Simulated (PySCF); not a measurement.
Fluorine: a sound run and one with changed settings

Sound run: F [He] 2s2 2p5, F⁺ [He] 2s2 2p4. Calculation: PySCF 2.14, in 6-31G* (3s2p1d, 14 functions); the non-relativistic Hamiltonian (point nucleus). The sound run starts from symmetry-adapted Hartree-Fock orbitals and uses a fine grid where one is needed.

Changed run: radial step 1.2 in ln r (0.13 in the sound run). This setting is unsound on purpose.

```
species  method  sound run (hartree)  changed run (hartree)  converged
      F     UHF            -99.36341              -99.36341        yes
      F     LDA            -99.04854              -99.13343        yes
      F     PBE            -99.61260              -99.64624        yes
     F⁺     UHF            -98.78846              -98.78846        yes
     F⁺     LDA            -98.40197              -98.39595        yes
     F⁺     PBE            -98.97713              -98.93498        yes
```

Ionisation energy of F:

```tsv
method	sound run (eV)	changed run (eV)
UHF	15.645	15.645
LDA	17.594	20.068
PBE	17.292	19.354
```

A coarse radial grid mis-integrates the density and the exchange-correlation energy, with errors of either sign; Hartree-Fock needs no grid.

For comparison, NIST gives 17.423 eV between the lowest levels.
